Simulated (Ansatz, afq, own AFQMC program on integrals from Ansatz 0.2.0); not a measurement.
## SiH$_{2}$, singlet in cc-pVDZ, levels against full CI

```xyz
3

Si    0.0000   -0.0941    0.0000
H     0.0000    1.3115   -1.4355
H     0.0000    1.3115    1.4355
```

Basis cc-pVDZ. Only valence electrons are correlated. AFQMC by an in-house program on the Cholesky factors that Ansatz 0.2.0 writes for its CCSD(T) run. The CISD trial takes its coefficients from CCSD amplitudes. Released means that phaseless walkers are propagated on without the constraint, phases kept. Uncertainties: one standard error, sampling alone.

Determinant: RHF, the one that the program's search chose, which needn't be the lowest solution. The geometry is a point of a scan.

Full CI on the same integrals is exact in this basis and with this determinant's frozen core.

Cautions: higher spins were not checked; restricted determinant unstable towards unrestricted (UHF 20 meV lower, ⟨S²⟩ 0.19); raised T1 diagnostic (T1 0.023, weight of the determinant 0.87, largest double 0.09).

The T1 diagnostic is 0.0231, the weight of the determinant in the CISD state is 0.875 and the size of the correlated space is 6 electrons in 23 orbitals.

| level | correlation energy (eV) |
| --- | --- |
| MP2 | -2.5167 |
| CCSD | -3.4682 |
| CCSD(T) | -3.5674 |

(1) Estimate where AFQMC with the constraint released lies against CCSD(T) on the same integrals.

(1) 2.6 ± 0.2 kJ/mol below CCSD(T).

Reference: full CI, correlation energy -3.599 eV. The released energy is read at 2.40 1/Eh (meV from the phaseless value at times in 1/Eh: -2 ± 3 at 0.24, -6.2 ± 2.2 at 0.51, -6.6 ± 2.0 at 0.99, -9.1 ± 2.0 at 1.62, -8.8 ± 1.7 at 2.40).

```csv
level,E − E(reference) (kJ/mol),share of correlation (%)
CCSD(T),3.0,99.13
CCSDT,0.3,99.91
CCSDT(Q),0.0,99.99
CCSDTQ,0.0,100.00
ph-AFQMC/HF,0.0 ± 3.4,100.00
ph-AFQMC/CISD,1.2 ± 0.2,99.64
released AFQMC,0.4 ± 0.2,99.89
```

CCSDT and higher add their correlation energy to the determinant of the CCSD(T) run, since their own runs factorise the integrals more tightly (a shift of under 2 meV). A walk keeps the symmetry of its determinant, which the program's search chose and which needn't be the lowest solution, so a lower state of the same spin and another symmetry isn't excluded. Released energies are given only where the last usable release times agree within the noise; a slower fall can still hide under it.
